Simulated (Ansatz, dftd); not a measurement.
Reaction: CH2F2 (difluoromethane, SMILES FCF) → CH2F2+ (parent SMILES C(F)F, doublet) + e-
Each species at its own B3LYP-D3(BJ)/def2-TZVP minimum (Ansatz, an electronic-structure program).

Property: adiabatic ionisation energy (electronic), in eV. Open shells are spin-unrestricted; no spin-orbit coupling. Cores are frozen in correlated methods. Rows without X2C or -DK are non-relativistic. CBS(X,Y): correlation extrapolated as X^-3, Hartree-Fock from the larger set. A bracket is a step between two methods taken in the basis named. Functionals run without relativity, which enters their misses. Double hybrids freeze cores in their MP2 part. '+ core + X2C': CCSD(T) terms for core correlation (cc-pwCVTZ) and scalar relativity (cc-pVTZ-DK). The spin of CH2F2+ (parent SMILES FCF, doublet) was assumed, and the state is the lowest solution found for it.

Compared with CCSD(T)/CBS(cc-pVTZ,cc-pVQZ) + [CCSDT(Q) - CCSD(T)]/cc-pVDZ + core + X2C (Ansatz): 12.92 eV.

Costs are rough ratios of core time, to one figure, on one kind of shared machine, summed over the single points of the molecules; atoms, geometries and frequencies are left out. The first row took roughly 10 core seconds; short runs hold start-up time.

```csv
level,program,cost relative to the first row,difference (eV)
r2SCAN-D3(BJ)/def2-TZVPD,Ansatz + dftd3,1,-0.68
r2SCAN/def2-TZVPD,Ansatz,1,-0.68
wB97M-V/def2-TZVPD,Ansatz,2,-0.35
B2PLYP-D3(BJ)/def2-TZVPD,Ansatz + dftd3,2,-0.32
B2PLYP-D4/def2-TZVPD,Ansatz + dftd4,2,-0.31
B2GP-PLYP-D3(BJ)/def2-TZVPD,Ansatz + dftd3,2,-0.22
CCSDT(Q)/cc-pVDZ,Ansatz,40,-0.53
```

The dearest row costs roughly 40 times the first. Costs within a factor of two don't rank. The table holds for this case alone.
